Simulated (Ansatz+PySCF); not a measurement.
Results of a calculation; reference values are marked as such.
## Ansatz (development build ahead of 0.2.0) run

```yaml
crystal:
  periodic: [false, false, false]
  atoms:
    - { symbol: B, position_ang: [0.0, 0.0, 0.0] }
    - { symbol: "N", position_ang: [0.0, 0.0, 2.55] }
basis:
  gaussian: { orbitals: "6-31G" }
hamiltonian:
  xc: hf
correlation:
  method: fci
  frozen_orbitals: { B: 1, "N": 1 }
```

The input is written out in the form of the current development build from the run's settings.

Output:

| Property | Result |
| --- | --- |
| Converged | yes |
| Total energy | -78.91908 hartree |
| State | lowest singlet root, of any spatial symmetry |

Caution: another spin multiplicity may lie lower.
